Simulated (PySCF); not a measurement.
## Stretching SiP

Set-up: PySCF, no relativity, basis sets Si def2-TZVPP, P def2-TZVPP. Energies in eV from Si + P in their ground configurations at the same level. State: ²Π (doublet), unpaired electrons π ↑.

All columns are PBE0. A positive dipole means Si(−)P(+).

| R (Å) | E (eV) | μ (D) | Mulliken charge on Si (basis-dependent) | HOMO (eV) | LUMO (eV) | Mayer bond order | ⟨S²⟩ |
| --- | --- | --- | --- | --- | --- | --- | --- |
| 1.783 | -2.299 | -0.24 | 0.05 | -6.79 | -5.25 | 2.31 | 0.75 |
| 1.866 | -3.070 | -0.44 | 0.09 | -6.87 | -5.04 | 2.30 | 0.75 |
| 1.949 | -3.497 | -0.64 | 0.12 | -6.92 | -4.85 | 2.28 | 0.76 |
| 2.011 | -3.648 | -0.80 | 0.15 | -6.95 | -4.72 | 2.27 | 0.76 |
| 2.073 | -3.690 | -0.95 | 0.16 | -6.81 | -4.60 | 2.27 | 0.76 |
| 2.135 | -3.646 | -1.10 | 0.18 | -6.66 | -4.49 | 2.26 | 0.76 |
| 2.218 | -3.491 | -1.30 | 0.19 | -6.48 | -4.36 | 2.24 | 0.77 |
| 2.322 | -3.192 | -1.49 | 0.19 | -6.26 | -4.23 | 2.18 | 0.82 |
| 2.446 | -2.776 | -1.53 | 0.18 | -6.09 | -4.10 | 1.92 | 1.06 |
| 2.612 | -2.238 | -1.55 | 0.16 | -6.00 | -3.97 | 1.57 | 1.35 |

A fit through these points gives, at Re = 2.070 Å, μ = -0.94 D and dμ/dR = -2.47 D/Å; the reduced mass is 14.7 u.

Question: How strong is the fundamental in the double-harmonic approximation, I = 42.26·(dμ/dR)²/μred km/mol?

Answer: I = 42.26·(-2.47)²/14.7 = 17.5 km/mol at PBE0.

⟨S²⟩ of the unrestricted solution departs from its pure value on part of the curve, where spin states mix. The state is the lowest determinant that a PBE0 search found; another state may lie lower at other levels.
